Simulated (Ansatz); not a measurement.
Born–Oppenheimer molecular dynamics of FSSi (3 atoms, charge 0, multiplicity 2). It goes on from the last frame of an earlier run, with new velocities.

Method: UKS PBE0-D4/def2-SVP (Ansatz).

```json
{"ensemble": "NVE (Milne-controlled integrator)", "time step": "12 fs", "steps asked": "40", "starting velocities drawn for": "500 K", "seed": "227187"}
```

First frame:

```xyz
3
Properties=species:S:1:pos:R:3
F 0.193 1.509 0.273
Si -0.453 0.119 -0.234
S 0.258 -1.633 -0.040
```

Problem. What does the run give?

Solution. All steps were run.

```
steps done                                               : 40
time covered                                             : 480 fs
mean temperature over the second half                    : 126291305 K
spread of the potential energy over the second half      : 0.6 meV per atom
mean potential energy of the second half above the start : 3294.4 meV per atom
```

The conserved energy changed by up to 1.1e+07 meV per atom, so the integration failed: the time step of 12 fs is too long for the fastest motions that this run met, and the later frames carry no physical meaning.

Problem. What happens to the structure?

Solution. Parted: F1–Si2 1.61 → 873.95 Å, Si2–S3 1.90 → 1649.00 Å. It ends as F + S + Si. Pairs count as bonded within 1.25 times the sum of covalent radii (0.12 Å more for H–H). Another seed would give other details.

Problem. How do temperature and energy run in time?

Solution. 
```
time (fs)      T (K)  potential energy less start (eV)  conserved less start (meV/atom)
      0.0        500                             0.000                             0.00
     12.0        610                             0.096                            36.81
     24.0       1300                             1.094                           399.30
     36.0      72205                             3.569                          4279.16
     48.0      39915                             5.076                          3390.41
     60.0      25944                             4.950                          2746.13
     72.0      23132                             4.110                          2345.20
     84.0      15412                             3.654                          1860.62
     96.0    8480272                           148.179                        414757.98
    108.0  255026860                             9.884                      10991530.19
    120.0   23616758                             9.884                       1020840.33
    132.0  174224215                             9.884                       7510013.58
    144.0  176486067                             9.884                       7607469.27
    156.0   28163929                             9.884                       1216762.77
    168.0  174224158                             9.884                       7510011.11
    180.0  176486024                             9.884                       7607467.40
    192.0   28163866                             9.884                       1216760.07
    204.0  174224137                             9.884                       7510010.24
    216.0  176486009                             9.884                       7607466.74
    228.0   28163840                             9.884                       1216758.93
    240.0  174224127                             9.884                       7510009.79
    252.0  176486001                             9.884                       7607466.39
    264.0   28163825                             9.884                       1216758.29
    276.0  174224121                             9.884                       7510009.53
    288.0  176485996                             9.884                       7607466.18
    300.0   28163816                             9.884                       1216757.89
    312.0  174224117                             9.884                       7510009.35
    324.0  176485993                             9.884                       7607466.04
    336.0   28163809                             9.884                       1216757.62
    348.0  174224114                             9.884                       7510009.23
    360.0  176485990                             9.884                       7607465.94
    372.0   28163804                             9.884                       1216757.42
    384.0  174224112                             9.884                       7510009.14
    396.0  176485989                             9.884                       7607465.87
    408.0   28163801                             9.884                       1216757.26
    420.0  174224110                             9.884                       7510009.07
    432.0  176485987                             9.884                       7607465.81
    444.0   28163798                             9.884                       1216757.14
    456.0  174224109                             9.884                       7510009.01
    468.0  176485986                             9.884                       7607465.76
    480.0   28163796                             9.875                       1216757.05
```

Run time: 6.6 min on 1 thread of Intel(R) Xeon(R) 6975P-C (Granite Rapids), with other jobs on the host, peak memory 0.16 GiB.
